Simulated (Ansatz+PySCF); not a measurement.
## doublet CO₂(-): levels of theory in one basis

| atom | x (Å) | y (Å) | z (Å) |
| --- | --- | --- | --- |
| O | 0.0000 | 0.0000 | -1.1593 |
| C | 0.0000 | 0.0000 | 0.0000 |
| O | 0.0000 | 0.0000 | 1.1593 |

Basis set: aug-cc-pVDZ (spherical functions). Frozen core: 3 orbitals. Correlation on ROHF uses semicanonical orbitals with singles. Charge -1, multiplicity 2.

Computed with Ansatz (development build ahead of 0.2.0); each method stands on the lowest determinant of its kind that the runs found. NEVPT2 correlates all electrons. Active spaces start from the frontier orbitals, and the lowest solution found is given.

```tsv
method	E − E(ROHF) (eV)	<S²> of the determinant
ROHF	0.00	0.75
UHF	-0.01	0.75
ROHF-MP2	-14.08	–
UHF-MP2	-14.08	0.75
ROHF-CCSD	-13.96	–
CASSCF(3,3)	-0.52	–
SC-NEVPT2(3,3)	-14.10	–
```

Task: What does ROHF-CCSD(T) give on the same scale?

Result: -14.57 eV.

Task: Is a single determinant a sound starting point here?

Result: By this sign, yes. Unrestricted orbitals gain 0.01 eV and <S²> is 0.75 against 0.75 for a pure state. The CASSCF(3,3) natural occupations are 1.97, 1.00, 0.03.

Caution for CASSCF(3,3): other starts end on other solutions of this active space.
